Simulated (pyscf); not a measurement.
Single points on ωB97X-D3(BJ)/def2-SVP structures (PySCF, gas phase).

### Question
Estimate the classical barrier height and the reaction energy of `[Cl][Si]([Cl])[Cl]` [doublet] + `[NH3]` -> `[NH2][Si]([Cl])([Cl])[Cl]` + `[H]` [doublet] at ωB97X-D3(BJ)/def2-TZVP. The step runs on the doublet surface, breaks H–N and forms N–Si; take the separated reactants as zero.

### Answer
ΔE‡ = 88.5 kJ/mol, ΔE = -3.2 kJ/mol. ωB97M-D3(BJ)/def2-TZVP gives 80.0 kJ/mol and -1.4 kJ/mol. Zero-point energy shifts the barrier by -9.9 kJ/mol. It is a substitution at N, with an imaginary mode of 1757i cm⁻¹. On the reactant side the descent ends in a bound adduct, 44.3 kJ/mol under the separated species and 132.9 kJ/mol under the saddle at ωB97X-D3(BJ)/def2-TZVP. One saddle was located; it need not be the lowest between these sides. The angle at the attacked N is 132°.
